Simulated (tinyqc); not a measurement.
CIS and TDHF on RHF in the sto-6g basis, for H2O, spin multiplicity 1, step by step (part 1 of 2). Computed by tinyqc, a small Python program that keeps every step (integrals from PySCF). Settings: charge = 0, multiplicity = 1, basis = sto-6g, method = RHF, energy threshold = 1e-10, iteration cap = 62, orthogonalisation = canonical, start = atomic densities, DIIS depth = 6, TDHF = 1. Command: `OMP_NUM_THREADS=1 python tinyqc.py 31798 31799 out.jsonl` (the two numbers bound the seeds that draw the settings). One thread of a shared host (Intel(R) Xeon(R) Processor @ 2.60GHz), about 0.1 s of CPU time with the checks. Later iterations appear only in the table of the cycle.

## One-electron integrals

Geometry (angstrom):
```
atom         x          y         z
O     0.000000   0.000000  0.000000
H     0.000000   0.879000  0.735000
H     0.000000  -0.879000  0.735000
```

Basis sto-6g: exponents (1/bohr^2) and contraction coefficients of normalised primitives:
```
element  l (shell)     exponent  coefficient
O            s (1)  1355.584234     0.009164
O            s (1)   248.544885     0.049361
O            s (1)    69.533902     0.168538
O            s (1)    23.886772     0.370563
O            s (1)     9.275933     0.416492
O            s (1)     3.820341     0.130334
O            s (2)    52.187762    -0.013253
O            s (2)    10.329320    -0.046992
O            s (2)     3.210345    -0.033785
O            s (2)     1.235135     0.250242
O            s (2)     0.536420     0.595117
O            s (2)     0.245881     0.240706
O            p (3)    52.187762     0.003760
O            p (3)    10.329320     0.037679
O            p (3)     3.210345     0.173897
O            p (3)     1.235135     0.418036
O            p (3)     0.536420     0.425860
O            p (3)     0.245881     0.101708
H            s (1)    35.523221     0.009164
H            s (1)     6.513144     0.049361
H            s (1)     1.822143     0.168538
H            s (1)     0.625955     0.370563
H            s (1)     0.243077     0.416492
H            s (1)     0.100112     0.130334
```

Overlap, kinetic and nuclear-attraction integrals over the contracted functions; the nuclear repulsion is the sum of Za Zb / Rab.

nuclear repulsion = 7.69044051 hartree

overlap S:
```
           1O 1s     1O 2s    1O 2px     1O 2py    1O 2pz     2H 1s      3H 1s
1O 1s   1.000000  0.231145  0.000000   0.000000  0.000000  0.035899   0.035899
1O 2s   0.231145  1.000000  0.000000   0.000000  0.000000  0.362347   0.362347
1O 2px  0.000000  0.000000  1.000000   0.000000  0.000000  0.000000   0.000000
1O 2py  0.000000  0.000000  0.000000   1.000000  0.000000  0.247469  -0.247469
1O 2pz  0.000000  0.000000  0.000000   0.000000  1.000000  0.206928   0.206928
2H 1s   0.035899  0.362347  0.000000   0.247469  0.206928  1.000000   0.175150
3H 1s   0.035899  0.362347  0.000000  -0.247469  0.206928  0.175150   1.000000
```

kinetic energy T (hartree):
```
            1O 1s      1O 2s    1O 2px     1O 2py    1O 2pz      2H 1s      3H 1s
1O 1s   29.327197  -0.896024  0.000000   0.000000  0.000000  -0.006282  -0.006282
1O 2s   -0.896024   0.842618  0.000000   0.000000  0.000000   0.055067   0.055067
1O 2px   0.000000   0.000000  2.531309   0.000000  0.000000   0.000000   0.000000
1O 2py   0.000000   0.000000  0.000000   2.531309  0.000000   0.122789  -0.122789
1O 2pz   0.000000   0.000000  0.000000   0.000000  2.531309   0.102673   0.102673
2H 1s   -0.006282   0.055067  0.000000   0.122789  0.102673   0.768522  -0.006671
3H 1s   -0.006282   0.055067  0.000000  -0.122789  0.102673  -0.006671   0.768522
```

nuclear attraction V (hartree):
```
             1O 1s      1O 2s     1O 2px     1O 2py     1O 2pz      2H 1s      3H 1s
1O 1s   -62.181994  -6.364785   0.000000   0.000000  -0.014705  -1.129065  -1.129065
1O 2s    -6.364785  -9.920198   0.000000   0.000000  -0.171196  -2.734839  -2.734839
1O 2px    0.000000   0.000000  -9.865523   0.000000   0.000000   0.000000   0.000000
1O 2py    0.000000   0.000000   0.000000  -9.961343   0.000000  -1.647857   1.647857
1O 2pz   -0.014705  -0.171196   0.000000   0.000000  -9.932519  -1.423289  -1.423289
2H 1s    -1.129065  -2.734839   0.000000  -1.647857  -1.423289  -5.171505  -0.991604
3H 1s    -1.129065  -2.734839   0.000000   1.647857  -1.423289  -0.991604  -5.171505
```

core Hamiltonian H = T + V (hartree):
```
             1O 1s      1O 2s     1O 2px     1O 2py     1O 2pz      2H 1s      3H 1s
1O 1s   -32.854797  -7.260809   0.000000   0.000000  -0.014705  -1.135347  -1.135347
1O 2s    -7.260809  -9.077579   0.000000   0.000000  -0.171196  -2.679772  -2.679772
1O 2px    0.000000   0.000000  -7.334214   0.000000   0.000000   0.000000   0.000000
1O 2py    0.000000   0.000000   0.000000  -7.430034   0.000000  -1.525068   1.525068
1O 2pz   -0.014705  -0.171196   0.000000   0.000000  -7.401210  -1.320616  -1.320616
2H 1s    -1.135347  -2.679772   0.000000  -1.525068  -1.320616  -4.402983  -0.998275
3H 1s    -1.135347  -2.679772   0.000000   1.525068  -1.320616  -0.998275  -4.402983
```

## Two-electron integrals

Functions are numbered as in S; the eight-fold symmetry (ij|kl) = (ji|kl) = (kl|ij) leaves the list below.

Two-electron integrals (ij|kl) in chemists' order, unique and non-zero (hartree):
```
(11|11) 4.787491    (21|11) 0.675884    (21|21) 0.121505    (22|11) 1.117379
(22|21) 0.249212    (22|22) 0.817383    (31|31) 0.025762    (32|31) 0.039145
(32|32) 0.180664    (33|11) 1.117381    (33|21) 0.249212    (33|22) 0.817382
(33|33) 0.880663    (41|41) 0.025762    (42|41) 0.039145    (42|42) 0.180664
(43|43) 0.047461    (44|11) 1.117381    (44|21) 0.249212    (44|22) 0.817382
(44|33) 0.785741    (44|44) 0.880663    (51|51) 0.025762    (52|51) 0.039145
(52|52) 0.180664    (53|53) 0.047461    (54|54) 0.047461    (55|11) 1.117381
(55|21) 0.249212    (55|22) 0.817382    (55|33) 0.785741    (55|44) 0.785741
(55|55) 0.880663    (61|11) 0.111695    (61|21) 0.019258    (61|22) 0.038676
(61|33) 0.038594    (61|41) 0.000725    (61|42) 0.001422    (61|44) 0.038739
(61|51) 0.000606    (61|52) 0.001189    (61|54) 0.000121    (61|55) 0.038695
(61|61) 0.003111    (62|11) 0.288759    (62|21) 0.065389    (62|22) 0.239652
(62|33) 0.235564    (62|41) 0.004034    (62|42) 0.030573    (62|44) 0.242781
(62|51) 0.003373    (62|52) 0.025565    (62|54) 0.006035    (62|55) 0.240610
(62|61) 0.010436    (62|62) 0.089923    (63|31) 0.007034    (63|32) 0.040352
(63|43) 0.006215    (63|53) 0.005196    (63|63) 0.012257    (64|11) 0.166326
(64|21) 0.038176    (64|22) 0.149173    (64|33) 0.142602    (64|41) 0.009056
(64|42) 0.058010    (64|44) 0.159316    (64|51) 0.001690    (64|52) 0.014766
(64|54) 0.008779    (64|55) 0.145598    (64|61) 0.006351    (64|62) 0.068022
(64|64) 0.063073    (65|11) 0.139078    (65|21) 0.031922    (65|22) 0.124735
(65|33) 0.119241    (65|41) 0.001690    (65|42) 0.014766    (65|44) 0.122824
(65|51) 0.008447    (65|52) 0.052699    (65|54) 0.009211    (65|55) 0.132139
(65|61) 0.005311    (65|62) 0.056879    (65|64) 0.042491    (65|65) 0.047787
(66|11) 0.453607    (66|21) 0.104622    (66|22) 0.440179    (66|33) 0.423338
(66|41) 0.007826    (66|42) 0.082614    (66|44) 0.453070    (66|51) 0.006544
(66|52) 0.069080    (66|54) 0.024861    (66|55) 0.444127    (66|61) 0.016834
(66|62) 0.216200    (66|64) 0.186299    (66|65) 0.155779    (66|66) 0.774999
(71|11) 0.111695    (71|21) 0.019258    (71|22) 0.038676    (71|33) 0.038594
(71|41) -0.000725   (71|42) -0.001422   (71|44) 0.038739    (71|51) 0.000606
(71|52) 0.001189    (71|54) -0.000121   (71|55) 0.038695    (71|61) 0.003067
(71|62) 0.010099    (71|64) 0.005632    (71|65) 0.005144    (71|66) 0.016136
(71|71) 0.003111    (72|11) 0.288759    (72|21) 0.065389    (72|22) 0.239652
(72|33) 0.235564    (72|41) -0.004034   (72|42) -0.030573   (72|44) 0.242781
(72|51) 0.003373    (72|52) 0.025565    (72|54) -0.006035   (72|55) 0.240610
(72|61) 0.010099    (72|62) 0.071917    (72|64) 0.037826    (72|65) 0.044270
(72|66) 0.139720    (72|71) 0.010436    (72|72) 0.089923    (73|31) 0.007034
(73|32) 0.040352    (73|43) -0.006215   (73|53) 0.005196    (73|63) 0.009461
(73|73) 0.012257    (74|11) -0.166326   (74|21) -0.038176   (74|22) -0.149173
(74|33) -0.142602   (74|41) 0.009056    (74|42) 0.058010    (74|44) -0.159316
(74|51) -0.001690   (74|52) -0.014766   (74|54) 0.008779    (74|55) -0.145598
(74|61) -0.005632   (74|62) -0.037826   (74|64) -0.010987   (74|65) -0.022819
(74|66) -0.067025   (74|71) -0.006351   (74|72) -0.068022   (74|74) 0.063073
(75|11) 0.139078    (75|21) 0.031922    (75|22) 0.124735    (75|33) 0.119241
(75|41) -0.001690   (75|42) -0.014766   (75|44) 0.122824    (75|51) 0.008447
(75|52) 0.052699    (75|54) -0.009211   (75|55) 0.132139    (75|61) 0.005144
(75|62) 0.044270    (75|64) 0.022819    (75|65) 0.036244    (75|66) 0.093639
(75|71) 0.005311    (75|72) 0.056879    (75|74) -0.042491   (75|75) 0.047787
(76|11) 0.097850    (76|21) 0.022410    (76|22) 0.089673    (76|33) 0.087508
(76|44) 0.089089    (76|51) 0.001771    (76|52) 0.016203    (76|55) 0.092421
(76|61) 0.003541    (76|62) 0.033994    (76|64) 0.022332    (76|65) 0.024184
(76|66) 0.087076    (76|71) 0.003541    (76|72) 0.033994    (76|74) -0.022332
(76|75) 0.024184    (76|76) 0.016411    (77|11) 0.453607    (77|21) 0.104622
(77|22) 0.440179    (77|33) 0.423338    (77|41) -0.007826   (77|42) -0.082614
(77|44) 0.453070    (77|51) 0.006544    (77|52) 0.069080    (77|54) -0.024861
(77|55) 0.444127    (77|61) 0.016136    (77|62) 0.139720    (77|64) 0.067025
(77|65) 0.093639    (77|66) 0.298543    (77|71) 0.016834    (77|72) 0.216200
(77|74) -0.186299   (77|75) 0.155779    (77|76) 0.087076    (77|77) 0.774999
```

## Orthogonalisation

S = U s U^T; canonical form X = U s^(-1/2), so that X^T S X = 1. Each column of U has its largest component positive (the first on a tie).

eigenvalues of S: 0.462176  0.551660  0.885289  1.000000  1.102231  1.273190  1.725454

X:
```
                1          2          3         4          5          6         7
1O 1s   -0.346143   0.000000   0.727476  0.000000   0.617427   0.000000  0.180029
1O 2s    1.002113   0.000000  -0.303895  0.000000   0.320216   0.000000  0.444614
1O 2px   0.000000   0.000000   0.000000  1.000000   0.000000   0.000000  0.000000
1O 2py   0.000000   0.828456   0.000000  0.000000   0.000000   0.698602  0.000000
1O 2pz   0.487328   0.000000   0.663583  0.000000  -0.614357   0.000000  0.221151
2H 1s   -0.633303  -0.750457  -0.183929  0.000000  -0.151759   0.385606  0.387658
3H 1s   -0.633303   0.750457  -0.183929  0.000000  -0.151759  -0.385606  0.387658
```

## Starting guess

The start is atomic minimal-basis densities projected into this basis (PySCF's MINAO start) and scaled to the electron count of each spin; this density is not idempotent, so its energy is not variational and may lie below the converged one.

D at the start:
```
            1O 1s      1O 2s    1O 2px     1O 2py     1O 2pz      2H 1s      3H 1s
1O 1s    2.138387  -0.483080  0.000000   0.000000   0.013045  -0.012912  -0.012912
1O 2s   -0.483080   2.097563  0.000000   0.000000  -0.073298   0.049681   0.049681
1O 2px   0.000000   0.000000  1.307566   0.000000   0.000000   0.000000   0.000000
1O 2py   0.000000   0.000000  0.000000   1.194404   0.000000   0.114794  -0.114794
1O 2pz   0.013045  -0.073298  0.000000   0.000000   1.239635   0.070285   0.070285
2H 1s   -0.012912   0.049681  0.000000   0.114794   0.070285   0.991593   0.058870
3H 1s   -0.012912   0.049681  0.000000  -0.114794   0.070285   0.058870   0.991593
```

## Iteration 1: building the Fock matrix

J_ij = sum D_kl (ij|kl), K_ij = sum D_kl (ik|jl); F = H + J - 0.5 K; E = tr D H + tr D J / 2 - 0.25 tr D K + E_nn.

Coulomb J (hartree):
```
            1O 1s     1O 2s    1O 2px     1O 2py    1O 2pz     2H 1s      3H 1s
1O 1s   17.187265  3.031728  0.000000   0.000000  0.011910  0.485123   0.485123
1O 2s    3.031728  7.954148  0.000000   0.000000  0.140057  2.360592   2.360592
1O 2px   0.000000  0.000000  7.920856   0.000000  0.000000  0.000000   0.000000
1O 2py   0.000000  0.000000  0.000000   7.979373  0.000000  1.477017  -1.477017
1O 2pz   0.011910  0.140057  0.000000   0.000000  7.962213  1.273871   1.273871
2H 1s    0.485123  2.360592  0.000000   1.477017  1.273871  4.630003   0.906999
3H 1s    0.485123  2.360592  0.000000  -1.477017  1.273871  0.906999   4.630003
```

exchange K (hartree):
```
           1O 1s     1O 2s    1O 2px     1O 2py    1O 2pz     2H 1s      3H 1s
1O 1s   9.940844  1.542189  0.000000   0.000000  0.011639  0.280721   0.280721
1O 2s   1.542189  2.661806  0.000000   0.000000  0.108649  0.987215   0.987215
1O 2px  0.000000  0.000000  1.700662   0.000000  0.000000  0.000000   0.000000
1O 2py  0.000000  0.000000  0.000000   1.779458  0.000000  0.490241  -0.490241
1O 2pz  0.011639  0.108649  0.000000   0.000000  1.757123  0.456054   0.456054
2H 1s   0.280721  0.987215  0.000000   0.490241  0.456054  1.209873   0.399757
3H 1s   0.280721  0.987215  0.000000  -0.490241  0.456054  0.399757   1.209873
```

Fock matrix F (hartree):
```
             1O 1s      1O 2s     1O 2px     1O 2py     1O 2pz      2H 1s      3H 1s
1O 1s   -20.637953  -5.000175   0.000000   0.000000  -0.008614  -0.790584  -0.790584
1O 2s    -5.000175  -2.454334   0.000000   0.000000  -0.085463  -0.812788  -0.812788
1O 2px    0.000000   0.000000  -0.263689   0.000000   0.000000   0.000000   0.000000
1O 2py    0.000000   0.000000   0.000000  -0.340389   0.000000  -0.293171   0.293171
1O 2pz   -0.008614  -0.085463   0.000000   0.000000  -0.317559  -0.274771  -0.274771
2H 1s    -0.790584  -0.812788   0.000000  -0.293171  -0.274771  -0.377916  -0.291154
3H 1s    -0.790584  -0.812788   0.000000   0.293171  -0.274771  -0.291154  -0.377916
```

total energy of this density = -75.80431009 hartree

This density is the starting one; it is not idempotent, so its energy is not variational and may lie below the converged one.

## Iteration 1: diagonalisation and new density

Diagonalise F' = X^T F X, C = X C', fill 5 alpha and 5 beta electrons from the bottom; D = 2 C_occ C_occ^T. Each column has its largest component positive (the first on a tie).

F' = X^T F X (hartree):
```
           1          2          3          4          5          6          7
1  -0.451966   0.000000   2.364078   0.000000   2.023812   0.000000   0.508539
2   0.000000   0.397734   0.000000   0.000000   0.000000  -0.026699   0.000000
3   2.364078   0.000000  -8.721251   0.000000  -8.831102   0.000000  -3.876196
4   0.000000   0.000000   0.000000  -0.263689   0.000000   0.000000   0.000000
5   2.023812   0.000000  -8.831102   0.000000  -9.855034   0.000000  -4.443420
6   0.000000  -0.026699   0.000000   0.000000   0.000000  -0.507831   0.000000
7   0.508539   0.000000  -3.876196   0.000000  -4.443420   0.000000  -3.063932
```

orbital energies (hartree): MO1 -20.640999, MO2 -1.361079, MO3 -0.508617, MO4 -0.410791, MO5 -0.263689, MO6 0.320684, MO7 0.398520

coefficients C:
```
              MO1        MO2        MO3        MO4       MO5        MO6        MO7
1O 1s    0.996811  -0.231102   0.000000   0.073289  0.000000   0.101244   0.000000
1O 2s    0.014115   0.910154   0.000000  -0.393096  0.000000  -0.643193   0.000000
1O 2px   0.000000   0.000000   0.000000   0.000000  1.000000   0.000000   0.000000
1O 2py   0.000000   0.000000   0.722693   0.000000  0.000000   0.000000   0.807527
1O 2pz   0.001314   0.070948   0.000000   0.797951  0.000000  -0.680009   0.000000
2H 1s   -0.002116   0.127890   0.363342   0.282868  0.000000   0.715428  -0.761486
3H 1s   -0.002116   0.127890  -0.363342   0.282868  0.000000   0.715428   0.761486
```

D after iteration 1:
```
            1O 1s      1O 2s    1O 2px     1O 2py     1O 2pz      2H 1s      3H 1s
1O 1s    2.104824  -0.450156  0.000000   0.000000   0.086789  -0.021867  -0.021867
1O 2s   -0.450156   1.966208  0.000000   0.000000  -0.498159   0.010351   0.010351
1O 2px   0.000000   0.000000  2.000000   0.000000   0.000000   0.000000   0.000000
1O 2py   0.000000   0.000000  0.000000   1.044570   0.000000   0.525169  -0.525169
1O 2pz   0.086789  -0.498159  0.000000   0.000000   1.283522   0.469570   0.469570
2H 1s   -0.021867   0.010351  0.000000   0.525169   0.469570   0.456783  -0.071286
3H 1s   -0.021867   0.010351  0.000000  -0.525169   0.469570  -0.071286   0.456783
```

## Iteration 8 (converged): orbitals

converged F (hartree):
```
             1O 1s      1O 2s     1O 2px     1O 2py     1O 2pz      2H 1s      3H 1s
1O 1s   -20.532666  -4.965512   0.000000   0.000000  -0.023665  -0.778519  -0.778519
1O 2s    -4.965512  -2.302896   0.000000   0.000000  -0.064137  -0.736109  -0.736109
1O 2px    0.000000   0.000000  -0.396011   0.000000   0.000000   0.000000   0.000000
1O 2py    0.000000   0.000000   0.000000  -0.222218   0.000000  -0.338200   0.338200
1O 2pz   -0.023665  -0.064137   0.000000   0.000000  -0.262824  -0.321452  -0.321452
2H 1s    -0.778519  -0.736109   0.000000  -0.338200  -0.321452  -0.383468  -0.232824
3H 1s    -0.778519  -0.736109   0.000000   0.338200  -0.321452  -0.232824  -0.383468
```

As before.

F' = X^T F X (hartree):
```
           1         2          3          4          5          6          7
1  -0.356527  0.000000   2.398775   0.000000   1.951726   0.000000   0.565377
2   0.000000  0.518867   0.000000   0.000000   0.000000   0.097111   0.000000
3   2.398775  0.000000  -8.628855   0.000000  -8.815783   0.000000  -3.917229
4   0.000000  0.000000   0.000000  -0.396011   0.000000   0.000000   0.000000
5   1.951726  0.000000  -8.815783   0.000000  -9.796381   0.000000  -4.377820
6   0.000000  0.097111   0.000000   0.000000   0.000000  -0.517676   0.000000
7   0.565377  0.000000  -3.917229   0.000000  -4.377820   0.000000  -2.963273
```

orbital energies (hartree): MO1 -20.535548, MO2 -1.206839, MO3 -0.526696, MO4 -0.443582, MO5 -0.396011, MO6 0.440933, MO7 0.527887

coefficients C:
```
              MO1        MO2        MO3        MO4       MO5        MO6        MO7
1O 1s    0.996907  -0.229444   0.000000   0.084226  0.000000  -0.095394   0.000000
1O 2s    0.013861   0.903957   0.000000  -0.460409  0.000000   0.606214   0.000000
1O 2px   0.000000   0.000000   0.000000   0.000000  1.000000   0.000000   0.000000
1O 2py   0.000000   0.000000   0.618992   0.000000  0.000000   0.000000   0.889513
1O 2pz   0.002203   0.075914   0.000000   0.730124  0.000000   0.751880   0.000000
2H 1s   -0.002568   0.133271   0.453357   0.347275  0.000000  -0.685452  -0.711580
3H 1s   -0.002568   0.133271  -0.453357   0.347275  0.000000  -0.685452   0.711580
```

D after iteration 8:
```
            1O 1s      1O 2s    1O 2px     1O 2py     1O 2pz      2H 1s      3H 1s
1O 1s    2.107124  -0.464735  0.000000   0.000000   0.092547  -0.007778  -0.007778
1O 2s   -0.464735   2.058612  0.000000   0.000000  -0.535004  -0.078905  -0.078905
1O 2px   0.000000   0.000000  2.000000   0.000000   0.000000   0.000000   0.000000
1O 2py   0.000000   0.000000  0.000000   0.766301   0.000000   0.561248  -0.561248
1O 2pz   0.092547  -0.535004  0.000000   0.000000   1.077699   0.527330   0.527330
2H 1s   -0.007778  -0.078905  0.000000   0.561248   0.527330   0.687799  -0.134329
3H 1s   -0.007778  -0.078905  0.000000  -0.561248   0.527330  -0.134329   0.687799
```

## Convergence

Stop when the energy changes by less than 1e-10 hartree and every element of the error matrix X^T (F D S - S D F) X is below 3e-06.

Course of the cycle:
```
iteration   E (hartree)     change  largest element of the error matrix
1          -75.80431009          -                             9.96e-01
2          -75.58539845   2.19e-01                             2.88e-01
3          -75.63773767  -5.23e-02                             4.73e-02
4          -75.63936252  -1.62e-03                             6.63e-03
5          -75.63939367  -3.11e-05                             3.95e-04
6          -75.63939389  -2.18e-07                             1.44e-04
7          -75.63939394  -5.44e-08                             4.84e-07
8          -75.63939394  -5.26e-13                             1.57e-09
```

PySCF RHF in the same basis = -75.63939394 hartree

Converged in 8 iterations.

## Populations, bond orders and dipole

Mulliken: Z minus the diagonal of D S on the atom; Loewdin: the same with S^(1/2) D S^(1/2); Mayer order: 2 sum_s sum (D(s) S)_ij (D(s) S)_ji over the two atoms.

Charges (e):
```
atom   Mulliken    Loewdin
1O    -0.233176  -0.173442
2H     0.116588   0.086721
3H     0.116588   0.086721
```

Mayer bond orders:
```
pair     order
2-1   0.981151
3-1   0.981151
3-2   0.005257
```

dipole moment about the origin, x y z (debye): 0.000000  0.000000  1.528220
